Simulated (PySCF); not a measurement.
Name the molecule from its bond curve

A diatomic of charge 0 contains O. Its doublet curve at B3LYP in a triple-zeta basis (spin-free X2C with a Gaussian nucleus, PySCF), in eV from the separated fragments:

(R (Å), E (eV)): (1.449, -3.145), (1.516, -3.421), (1.584, -3.577), (1.634, -3.634), (1.685, -3.651), (1.736, -3.637), (1.803, -3.581), (1.887, -3.468), (1.988, -3.291), (2.123, -3.017)

The fit gives ωe = 824 cm⁻¹ and the rotational constant Bₑ = 1.216 cm⁻¹.

Problem. Which atom is the partner?

Solution. The minimum lies at 1.686 Å, so the reduced mass is 16.8576 u Å² cm⁻¹/(Bₑ·Re²) = 4.877 u. With O at 15.99 u the partner weighs about 7.0 u: Li. The molecule is LiO.

The state was picked by a PBE0 search and need not be the measured ground state.
